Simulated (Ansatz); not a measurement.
**SiH₄O (singlet): from Hartree-Fock to the top rungs at distance O1–H3 along a hydrogen transfer = 1.163 Å, cc-pVDZ**

The task here is to estimate one member of a computed series from the others.

Computed with Ansatz 0.2.0, Gaussian basis. Level: cc-pVDZ, core rule «outside noble gas», up to 6 orbitals frozen.

To be run: UHF; CCSD(T) on RHF; CCSD(T) on UHF; BCCD(T) on RHF; CISD; CCSDT(Q) on RHF; CCSDT(Q) on UHF; CASSCF and MRCISD+Q, 2 electrons in 2 orbitals; CASSCF and NEVPT2, 2 electrons in 2 orbitals.

8 further runs of the same task are left out: 1 for a mislabelled method, 6 that didn't finish, 1 set aside as unsound or not needed.

### What is computed

The geometry derives from fragments relaxed apart (PBE0/def2-TZVP) and kept rigid, so it is no stationary point. A hydrogen atom is moved between rigid fragments.

6 atoms, charge 0, spin multiplicity 1.

Atoms are counted from 1 here; the program's logs count them from 0.

Bond lengths: O1–H2 0.960 Å, O1–H3 1.163 Å, Si4–H5 1.526 Å, Si4–H6 1.526 Å. Angles: H2–O1–H3 105.1°, H5–Si4–H6 91.2°.

The first run:

in.yaml

```yaml
crystal:
  periodic: [false, false, false]
  atoms:
    - {symbol: O, position_ang: [-1.991629, 0.017219, 0.000000]}
    - {symbol: H, position_ang: [-2.240938, 0.943795, 0.000000]}
    - {symbol: H, position_ang: [-0.828629, 0.017219, 0.000000]}
    - {symbol: Si, position_ang: [1.120371, 0.017219, 0.000000]}
    - {symbol: H, position_ang: [1.732552, -0.857065, 1.090012]}
    - {symbol: H, position_ang: [1.732552, -0.857065, -1.090012]}
basis:
  gaussian: {orbitals: cc-pVDZ}
magnetization: {spin_polarized: true, initial_magnetization: 0}
hamiltonian: {xc: hf}
output: {orbitals: {seedname: orbitals}}
```

Command:

```
ansatz run in.yaml --threads 1 --pin off --events-out ev --progress --plain --max-ram 2393MiB
```

Among the steps run: UHF; CCSD(T) on RHF; CCSD(T) on UHF; BCCD(T) on RHF; CISD; CCSDT(Q) on RHF; CCSDT(Q) on UHF; CASSCF and MRCISD+Q, 2 electrons in 2 orbitals; CASSCF and NEVPT2, 2 electrons in 2 orbitals.

One of the session's tables, all rows but one given; the rest of the session is left out.

| method | from RCCSDT(Q) (kJ/mol) |
| --- | --- |
| RHF | +923.1 |
| UHF | +906.7 |
| RMP2 | +118.1 |
| UMP2 | +139.2 |
| CISD | ? |
| RCCSD | +25.8 |
| UCCSD | +29.4 |
| RCCSD(T) | +5.1 |
| UCCSD(T) | +7.7 |
| BCCD(T) | +5.0 |
| RCCSDT | +2.4 |
| UCCSDT | +2.8 |
| RCCSDT(Q) | 0 |
| UCCSDT(Q) | +0.1 |

**Question.** Estimate the row for CISD.

**Answer.** from RCCSDT(Q) (kJ/mol): +114.1. In the column «from RCCSDT(Q) (kJ/mol)» it lies between UCCSD (+29.4) and RMP2 (+118.1).

Left out of the table: CASSCF pair, NEVPT2 pair, MRCISD pair, MRCISD+Q pair (the active space lost an orbital or holds another state than full CI finds).

Caveats from the session: The determinant is far from a pure spin state, so its energy mixes those of several spin states (harmless only where they are near-degenerate, as at dissociation). Restricted and unrestricted rows rest on different reference determinants; where their highest levels disagree by more than a few hundredths of an eV, they describe different states and don't form one ladder. Warnings in the runs' records: passed over end.
